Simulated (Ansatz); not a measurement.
## TiB: computed properties

Method: DFT r2SCAN, scalar-relativistic, plane waves, PAW in Ansatz.

Settings: cutoff 500 eV, Γ-centred mesh 6×12×8 on the computed 8-atom cell, Gaussian smearing of 0.10 eV; no spin polarisation.

The structure is relaxed at this level of theory with its symmetry kept. Whether it is the stable form of this composition wasn't checked.

```xyz
8
Lattice="6.1030 0.0000 0.0000 0.0000 3.0469 0.0000 0.0000 0.0000 4.5574" Properties=species:S:1:pos:R:3 pbc="T T T"
Ti    1.0841    0.7617    0.5582
Ti    5.0189    2.2852    3.9992
Ti    1.9674    2.2852    2.8369
Ti    4.1356    0.7617    1.7205
B     0.1836    0.7617    2.7320
B     5.9194    2.2852    1.8254
B     2.8679    2.2852    0.4533
B     3.2351    0.7617    4.1041
```

| Property | Result |
| --- | --- |
| Space group | Pnma (No. 62) |
| Volume per atom | 10.59 Å³ |
| Formation energy from the elements' standard states (uncorrected) | -0.901 eV/atom |
| Generalised Kohn–Sham band gap | none (metal) |
| Density of states at the Fermi level | 3.66 states/eV per cell |
| Löwdin character within 0.5 eV of the Fermi level | Ti 3d 88 %, B 2p 7 % |
| Bulk modulus | 214 GPa |
| Its pressure derivative | 4.0 |
| Bader charges (e) | Ti (4 in the cell) 1.35, B (4 in the cell) -1.35 |

Cost: 9 runs of about 87 core-minutes in all, on Intel Xeon Processor @ 2.50GHz (Skylake/Cascade Lake) (shared hosts).